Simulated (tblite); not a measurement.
C3H4F2O (charge +1 and doublet state).
Structure used (GFN2-xTB), in Å, numbered top down from 1:
```xyz
10
C3H4F2O angstrom
C      1.893   -0.586   -0.281
C      0.718    0.134   -0.288
O     -0.415   -0.466   -0.063
C     -1.654    0.191   -0.081
F     -2.072    0.324    1.166
F     -1.549    1.391   -0.633
H      1.887   -1.671   -0.314
H      2.850   -0.082   -0.244
H      0.720    1.212   -0.488
H     -2.370   -0.441   -0.651
```

Computed with GFN2-xTB (tblite): harmonic, unscaled wavenumbers at the GFN2-xTB geometry, gas phase. Against measured fundamentals such values can be off by several per cent, at times by over 20. One conformer, not necessarily the lowest. Open shells enter through the occupations alone, without spin polarisation, and single modes of such species can be off by tens of per cent.

Harmonic wavenumbers (cm⁻¹): 69.5, 126.0, 213.1, 353.4, 419.4, 443.0, 515.6, 678.8, 818.9, 852.4, 886.5, 962.9, 1068.4, 1110.3, 1136.6, 1187.4, 1231.3, 1254.1, 1301.9, 1413.1, 2788.6, 2929.7, 3027.1, 3071.2.

A = 8474, B = 2236, C = 1932 MHz; mass 94.023 u (most abundant isotopes); point group C1, symmetry number 1; spin multiplicity 2.

Task: Zero-point energy?

Result: Half the sum of the wavenumbers: 13930 cm⁻¹ = 166.63 kJ/mol.

Task: Give the ideal-gas entropy at 500 K and 1 bar in the rigid-rotor, harmonic-oscillator model (classical rotation).

Result: Translation 176.27, rotation 117.64, vibration 103.11, spin (R ln 2) 5.76: S = 402.8 J/(mol K).

Task: And Cp and H(500 K) − H(0)?

Result: Cp = 140.13 J/(mol K), of which vibrations give 106.87 (their classical limit is 24 R = 199.5); H(500 K) − H(0) = 44.00 kJ/mol without the zero-point energy, 27.38 from vibrations.

Task: How do the functions run with temperature in this model?

Result: 
| T (K) | S (J/(mol K)) | Cp (J/(mol K)) | H − H(0) (kJ/mol) | G − H(0) (kJ/mol) | ln q(vib) |
| --- | --- | --- | --- | --- | --- |
| 50 | 228.1 | 43.1 | 1.84 | -9.56 | 0.17 |
| 100 | 261.5 | 54.3 | 4.28 | -21.87 | 0.70 |
| 298.15 | 340.9 | 100.0 | 19.50 | -82.15 | 3.16 |
| 373.15 | 365.2 | 116.8 | 27.64 | -108.63 | 4.14 |
| 750 | 465.8 | 169.9 | 83.11 | -266.24 | 9.03 |
| 1000 | 517.3 | 187.8 | 128.00 | -389.33 | 12.01 |

q(vib) and H(0) count from the zero-point level.

Task: Which modes carry the vibrational entropy at 500 K?

Result: 69.5 cm⁻¹: 21.71; 126.0 cm⁻¹: 16.80; 213.1 cm⁻¹: 12.51; 353.4 cm⁻¹: 8.52; 419.4 cm⁻¹: 7.24; 443.0 cm⁻¹: 6.84 J/(mol K); the other 18 give 29.49 together.

Task: Blend soft modes into free rotors: weight 1/[1 + (100 cm⁻¹/ν̃)⁴] for the oscillator and the rest for a rotor with moment μB/(μ + B), μ = h/(8π²ν), B = 10⁻⁴⁴ kg m². What vibrational entropy results?

Result: 97.06 J/(mol K) in place of 103.11, which changes −T·S at 500 K by +3.02 kJ/mol.

Hindered rotation and anharmonicity are outside this model. Other conformers, if any are populated, would add a mixing term that is left out. The structure is chiral; the term R ln 2 for an equal mix with its mirror image is left out.
